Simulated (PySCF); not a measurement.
These 2 structures share the formula C3H6P2. Level of theory: PBE0-D3(BJ)/def2-SVP geometry optimisation, gas phase (PySCF). One conformer each; no zero-point energy, no entropy. No frequencies were run at this level. Point groups hold within 0.08 Å.

**Question.** Order them by energy at this level, lowest first, and give relative energies in kcal/mol.
A. `[CH:1]#[C:2][PH:3][CH2:4][PH2:5]` with C2–P3–C4–P5 53°, P3–C4–P5–H 48° and -46°
B. `[CH2:1]=[CH:2]/[CH:3]=[P:4]\[PH2:5]` with C1–C2–C3–P4 176°, C3–P4–P5–H 175° and -92°

**Answer.** B (0.0), A (26.0).

As drawn, the lower has a C=C bond outside aromatic rings, which the higher lacks; the higher has a C≡C bond, which the lower lacks.

```json
{"SMILES": "C=C/C=P\\P", "E (Eh)": "-799.89150", "E rel (kcal/mol)": "0.0", "dipole (D)": "1.19", "point group": "–", "A, B, C (MHz)": "5596, 1752, 1349"}
{"SMILES": "C#CPCP", "E (Eh)": "-799.85012", "E rel (kcal/mol)": "26.0", "dipole (D)": "0.35", "point group": "C1", "A, B, C (MHz)": "4447, 1943, 1447"}
```

**Question.** How do the relative energies change in single points at PBE0/pcSseg-1 (no added dispersion term) on the same geometries?

**Answer.** 
```
   SMILES  PBE0-D3(BJ)/def2-SVP (kcal/mol)  PBE0/pcSseg-1 (kcal/mol)  shift
C=C/C=P\P                              0.0                       0.0    0.0
   C#CPCP                             26.0                      24.0   -2.0
```

Each column counts from its own lowest isomer. The order is unchanged; the largest shift is 2.0 kcal/mol.
